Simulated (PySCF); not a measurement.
A family of related molecules: binary hydrides. All species are isolated molecules in the gas phase. Strings in code marks are SMILES.

Quantity: vertical ionisation energy (energy after one electron is removed minus that of the parent at the parent's geometry), in eV.

Case: `S`. Geometry of `S` (neutral, multiplicity 1, Å):

```xyz
3

S     -0.0097     0.6194     0.0000
H     -0.9622    -0.3249     0.0000
H      0.9719    -0.2945     0.0000
```

What vertical ionisation energy (energy after one electron is removed minus that of the parent at the parent's geometry) does PBE-D3(BJ)/def2-TZVP // PBE0-D3(BJ)/def2-TZVP (PySCF) give?

10.35 eV.
